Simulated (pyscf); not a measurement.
HN=Si(NH₂)–NH₂ (SMILES N=[Si](N)N) + H₂ (SMILES [H][H]) → H₂N–SiH(NH₂)–NH₂ (SMILES N[SiH](N)N), an addition across a multiple bond or ene-type step (singlet surface; H–H broken, H–N, H–Si formed). PySCF, gas phase, ωB97X-D3(BJ)/def2-SVP geometries. Energies in kcal/mol from the separated reactants.

Small-basis levels: PySCF, no dispersion term, spherical d functions. AM1 to PM7: differences of heats of formation from MOPAC, which are fitted to 298 K values and so differ in kind from electronic energies by zero-point and thermal terms. GFN2-xTB: tblite. Cost: rough CPU time at the saddle relative to B3LYP/6-31G*, from one job on a shared machine.

```csv
level,barrier,reaction energy,cost
HF/3-21G,29.9,-71.1,0.05
HF/6-31G*,33.6,-59.9,0.07
MP2/6-31G*,29.6,-49.6,0.09
SVWN5/6-31G*,7.4,-57.7,0.9
PBE/6-31G*,___,-50.5,1
B3LYP/STO-3G,___,-71.7,0.5
B3LYP/3-21G,22.0,-59.9,0.7
GFN2-xTB,31.5,-38.4,under 0.02
AM1,51.4,-26.5,under 0.02
ωB97M-D3(BJ)/def2-TZVP,___,-51.4,–
```

Task: Complete the blanks.

Result: 
- PBE/6-31G*, barrier: 17.4
- B3LYP/STO-3G, barrier: 45.4
- ωB97M-D3(BJ)/def2-TZVP, barrier: 17.8

Against the last row the barrier runs from -10.4 (SVWN5/6-31G*) to +33.6 kcal/mol (AM1). ωB97M-D3(BJ)/def2-TZVP has limits of its own. At the saddle there is also a short H–Si contact that neither side keeps. One saddle was located; it need not be the lowest between these sides.
